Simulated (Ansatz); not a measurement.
Mulliken charges of `FB[SiH3]` from PBE/def2-TZVPP in Ansatz (PBE0-D4/def2-TZVP geometry).

| atom | x (Å) | y (Å) | z (Å) | charge (e) |
| --- | --- | --- | --- | --- |
| F1 | -1.379 | -1.601 | 0.572 | -0.162 |
| B2 | -0.187 | -1.169 | 0.204 | 0.271 |
| Si3 | 0.146 | 0.806 | -0.161 | 0.052 |
| H4 | 0.673 | -2.005 | 0.107 | -0.024 |
| H5 | 0.733 | 0.955 | -1.522 | -0.045 |
| H6 | 1.153 | 1.304 | 0.819 | -0.044 |
| H7 | -1.078 | 1.643 | -0.064 | -0.048 |

Q: By hand: the dipole of these point charges (1 e Å = 4.8032 D).

A: Σ q r = (0.132, -0.147, -0.013) e Å, of length 0.198 e Å = 0.95 D.

Q: How does the dipole of the full density compare? (Best estimate.)

A: The calculation gave: (0.085, -0.002, -0.023) e Å, 0.42 D; the point charges give 2.26 times that, at 47° from its direction.

Point charges leave out the atoms' own dipoles, such as those of lone pairs, and Mulliken's split depends on the basis, so the two needn't agree.
